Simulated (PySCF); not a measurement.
Atoms are numbered as in `[CH3:1][O:2][CH2:3][C:4]#[N:5]`. Each H is labelled by its parent atom.

GIAO PBE0/pcSseg-1 shifts (PySCF 2.14, gas phase, non-relativistic, equivalent atoms averaged), each against references optimised in the same way as the molecule (TMS, H2O, NH3).

On the GFN2-xTB geometry: C4 119.9, C1 59.9, C3 59.2, O2 13.6, N5 313.0, H(C3) 4.25, H(C1) 3.63 ppm.

Q: What changes on the PBE0-D3(BJ)/def2-SVP geometry?

A: 
```tsv
atoms	δ (ppm)	change
C4	120.5	+0.6
C1	58.3	-1.6
C3	58.1	-1.1
O2	8.0	-5.6
N5	317.0	+4.0
H(C3)	3.94	-0.31
H(C1)	3.39	-0.24
```

Bonds between heavy atoms that differ most (equivalent bonds averaged): C3–C4 1.454 → 1.476 Å, O2–C3 1.407 → 1.386 Å, C4–N5 1.143 → 1.157 Å, C1–O2 1.409 → 1.402 Å. Mean change of bonds to hydrogen: C–H +0.008 Å.
